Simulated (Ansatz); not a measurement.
Input file:

```yaml
crystal:
  periodic: [false, false, false]
  atoms:
    - {symbol: B, position_ang: [0.000000, -0.123368, 0.000000]}
    - {symbol: H, position_ang: [0.000000, 0.661614, -0.969076]}
    - {symbol: H, position_ang: [0.000000, 0.661614, 0.969076]}
basis:
  gaussian: {orbitals: "6-31++G**"}
magnetization: {spin_polarized: true, initial_magnetization: 1}
correlation: {method: ccsdt_q, electrons: outside_noble_gas}
```

```sh
$ ansatz run in.yaml --threads 1 --pin off --events-out ev --progress --plain --max-ram 2393MiB
```

Output:

```
501 factors; integrals over basis functions are off by at most 2.0e-7 eV
mean field evaluation 1: about -699.6126 eV, gradient 7.5e0 eV
mean field evaluation 2: about -699.6131 eV, gradient 7.5e0 eV
mean field evaluation 4: about -700.3930 eV, gradient 7.7e-1 eV
mean field evaluation 8: about -700.4092 eV, gradient 7.6e-4 eV
mean field evaluation 16: about -700.4078 eV, gradient 1.6e-1 eV
mean field evaluation 32: about -693.9876 eV, gradient 8.8e0 eV
mean field -700.40918143 eV, -25.7395626631 hartree, gradient 2.5e-6 eV, S^2 0.752366; 1 other end points of the search recorded, 0 dependent functions left out
determinant -700.40918143 eV, -25.7395626631 hartree, with singles and doubles -702.74113782 eV, -25.8252604798 hartree
determinant -698.08926945 eV, -25.6543074704 hartree, with singles and doubles -700.62953758 eV, -25.7476606025 hartree
1 core orbitals not correlated: weight in the atoms' cores, before any rotation towards them, 1.000 or more for the frozen orbitals, at most 0.000 for the correlated occupied ones
reference -700.40918143 eV, -25.7395626631 hartree; 3, 2 occupied and 27, 28 virtual orbitals, 501 factors
second order -1.83440491 eV of doubles, -0.00000000 eV of singles
cycle   1  -2.17906931 eV  change   -3.4e-1 eV  update   4.3e-2
cycle   2  -2.35130508 eV  change   -1.7e-1 eV  update   1.9e-2
cycle   3  -2.36391274 eV  change   -1.3e-2 eV  update   6.3e-3
cycle   4  -2.36709667 eV  change   -3.2e-3 eV  update   2.5e-3
cycle   5  -2.36635332 eV  change    7.4e-4 eV  update   7.3e-4
cycle   6  -2.36647040 eV  change   -1.2e-4 eV  update   2.1e-4
cycle   7  -2.36660391 eV  change   -1.3e-4 eV  update   8.4e-5
cycle   8  -2.36658464 eV  change    1.9e-5 eV  update   2.8e-5
cycle   9  -2.36657186 eV  change    1.3e-5 eV  update   1.1e-5
cycle  10  -2.36657368 eV  change   -1.8e-6 eV  update   4.2e-6
cycle  11  -2.36657615 eV  change   -2.5e-6 eV  update   1.6e-6
cycle  12  -2.36657590 eV  change    2.5e-7 eV  update   5.6e-7
cycle  13  -2.36657541 eV  change    4.9e-7 eV  update   2.5e-7
perturbative correction -0.00027411 eV, -0.0000100734 hartree
Total energy: -702.77603095 eV, -25.8265427787 hartree
```

For the same geometry and basis full CI lies 0.2 meV higher.

Ran on 1 thread of Arm Neoverse V2, shared host: 2.2 s wall, 0.13 GiB peak host memory.
